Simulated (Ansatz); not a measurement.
`[SiH3]S` + F• → `[SiH2]S`• + H–F  (hydrogen abstraction from the Si–H bond)

Calculated with Ansatz (gas phase, PBE0-D4/def2-TZVP geometries, no zero-point term in ΔE). CBS: MP2 limit from def2 TZ/QZ plus the TZ coupled-cluster correction, frozen cores. This one scheme is used for every species, atoms too. DFT in def2-TZVPP. HSE06 is defined as in plane-wave codes. Open shells (•) are unrestricted, without spin–orbit coupling. Spin–orbit coupling would lower the free atoms: a little for F.

| level | ΔE (kJ/mol) |
| --- | --- |
| revPBE | -211.3 |
| HSE06 | -196.3 |

(1) What does CCSD(T)/CBS give? (An estimate is asked.)

(2) What do rigid-rotor, harmonic-oscillator terms from PBE0-D4/def2-TZVP frequencies (298.15 K, 1 bar) make of the CCSD(T)/CBS value? (Best estimate.)

Largest T1 diagnostic among the species: 0.016.

Answers

(1) The calculation gave: -196.8 kJ/mol. The listed levels differ from it by -14.5, 0.5 kJ/mol.

(2) Computed: ΔZPE = +0.2 kJ/mol, ΔH = -194.7 kJ/mol, ΔS = 14 J/(mol·K), ΔG = -198.8 kJ/mol. Open shells count their whole term as degenerate.

From r2SCAN to r2SCAN0 (25 % exact exchange), in def2-TZVPP and without D4, ΔE moves by +18.5 kJ/mol. Leaving LDA and LC-ωPBE aside and taking each functional with its dispersion term where it has one, the values, not all of them listed here, spread over 65.0 kJ/mol, from PBE-D4 to BHLYP-D4. LDA lies −46.9 kJ/mol from PBE without D4.

CCSD(T)/CBS has its own doubt, a few kJ/mol and more with outer-core shells, so smaller differences from it don't rank the levels.
